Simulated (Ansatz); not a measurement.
Input file:

```yaml
crystal:
  periodic: [false, false, false]
  atoms:
    - {symbol: O, position_ang: [0.000000, 0.000000, 0.244782]}
    - {symbol: Mg, position_ang: [0.000000, 0.000000, -1.337846]}
    - {symbol: H, position_ang: [0.000000, 0.000000, 1.093063]}
basis:
  gaussian: {orbitals: 6-31G}
magnetization: {spin_polarized: false, initial_magnetization: 1}
correlation: {method: fci, electrons: outside_noble_gas}
```

```sh
$ ansatz run in.yaml --threads 1 --pin off --events-out ev --progress --plain --max-ram 2393MiB
```

Output:

```
440 factors; integrals over basis functions are off by at most 1.9e-7 eV
mean field evaluation 1: about -7479.8732 eV, gradient 4.1e1 eV
mean field evaluation 2: about -7479.9021 eV, gradient 4.1e1 eV
mean field evaluation 4: about -7483.4562 eV, gradient 1.3e0 eV
mean field evaluation 8: about -7483.4770 eV, gradient 8.6e-4 eV
mean field -7483.47695750 eV, -275.0127057052 hartree, gradient 7.9e-6 eV, S^2 0.750000; 0 other end points of the search recorded, 0 dependent functions left out
mean field evaluation 16: about -7483.4722 eV, gradient 5.9e-1 eV
6 core orbitals not correlated: weight in the atoms' cores, before any rotation towards them, 0.998 or more for the frozen orbitals, at most 0.001 for the correlated occupied ones
reference -7483.47695750 eV, -275.0127057052 hartree; 5, 4 occupied and 13, 14 virtual orbitals, 440 factors
state -7487.08556281 eV, -275.1453195044 hartree
Total energy: -7487.08556281 eV, -275.1453195044 hartree
```

Natural occupations: 1.9872 1.9754 1.9716 1.9716 0.9977 0.0250 0.0250 0.0206 0.0148 0.0028 0.0027 0.0027 0.0013 0.0006 0.0004 0.0003 0.0003 0.0001.

Ran on 1 thread of Arm Neoverse V1, shared host: 67 s wall, 0.75 GiB peak host memory.
